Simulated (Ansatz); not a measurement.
**SiNH₂ (quartet): wave-function methods side by side at a displaced geometry (v1), cc-pVDZ**

Aim: climb from Hartree-Fock through coupled cluster and multireference methods for SiNH₂ (quartet) at one geometry and basis, and see what each rung misses.

Method: cc-pVDZ, core rule «outside noble gas», up to 6 orbitals frozen; program: Ansatz 0.2.0, Gaussian basis.

Plan: UHF; CCSD(T) on ROHF; CCSD(T) on UHF; BCCD(T) on ROHF; CISD; CCSDT(Q) on ROHF; CCSDT(Q) on UHF; CASSCF and MRCISD+Q, 11 electrons in 10 orbitals; CASSCF and NEVPT2, 11 electrons in 10 orbitals.

24 further runs of the same task are left out: 10 that didn't finish, 14 set aside as unsound or not needed.

### 1 The system

The geometry is a PBE0/def2-TZVP stationary point (not a proven minimum) with its atoms shifted at random (size 0.040 Å).

4 atoms, charge 0, spin multiplicity 4.

Atoms are counted from 1 here; the program's logs count them from 0.

Bond lengths: Si1–N2 1.860 Å, Si1–H3 1.486 Å, Si1–H4 1.478 Å. Angles: N2–Si1–H3 115.6°, N2–Si1–H4 116.0°, H3–Si1–H4 128.4°.

### 2 UHF

The input, in.yaml:

```yaml
crystal:
  periodic: [false, false, false]
  atoms:
    - {symbol: Si, position_ang: [0.000459, 0.004589, 0.561092]}
    - {symbol: N, position_ang: [-0.000374, -0.011554, -1.298575]}
    - {symbol: H, position_ang: [0.047590, 1.349714, 1.190631]}
    - {symbol: H, position_ang: [-0.055187, -1.317016, 1.220433]}
basis:
  gaussian: {orbitals: cc-pVDZ}
magnetization: {spin_polarized: true, initial_magnetization: 3}
hamiltonian: {xc: hf}
output: {orbitals: {seedname: orbitals}}
```

Command:

```console
$ ansatz run in.yaml --threads 1 --pin off --events-out ev --progress --plain --max-ram 2393MiB
```

The runs that follow: CCSD(T) on ROHF; CCSD(T) on UHF; BCCD(T) on ROHF; CISD; CCSDT(Q) on ROHF; CCSDT(Q) on UHF; CASSCF and MRCISD+Q, 11 electrons in 10 orbitals; CASSCF and NEVPT2, 11 electrons in 10 orbitals.

Q: Predict the results of all the runs planned. Wanted: UCCSDT(Q) below the RHF energy; RMP2 from UCCSDT(Q); UMP2 from UCCSDT(Q); RCCSD from UCCSDT(Q); RCCSD(T) from UCCSDT(Q); UCCSD(T) from UCCSDT(Q); RCCSDT(Q) from UCCSDT(Q); NEVPT2 valence from UCCSDT(Q); MRCISD+Q valence from UCCSDT(Q).

As calculated:

```
                         quantity                                        value
   UCCSDT(Q) below the RHF energy                                   -6.3901 eV
              RMP2 from UCCSDT(Q)                                  +1226.2 meV
              UMP2 from UCCSDT(Q)                                  +1239.1 meV
             RCCSD from UCCSDT(Q)                                   +184.9 meV
          RCCSD(T) from UCCSDT(Q)                                    +44.1 meV
          UCCSD(T) from UCCSDT(Q)                                    +43.5 meV
         RCCSDT(Q) from UCCSDT(Q)                                     +1.6 meV
    NEVPT2 valence from UCCSDT(Q)                                  +1056.2 meV
  MRCISD+Q valence from UCCSDT(Q)                                    +23.6 meV
levels within 1 kcal/mol (43 meV)  RCCSDT, UCCSDT, RCCSDT(Q), MRCISD+Q valence
                    T1 diagnostic                                        0.021
   effectively unpaired electrons                                         3.03
```

RCCSD(T) misses by +44.1 meV, 0.7 % of the correlation energy. One determinant dominates. Of the multireference levels listed MRCISD+Q valence comes nearest in total energy (+23.6 meV), which doesn't show that its space is the better one. These misses are within one basis, not against nature; the frozen cores of restricted and unrestricted runs differ, which can shift their rows.
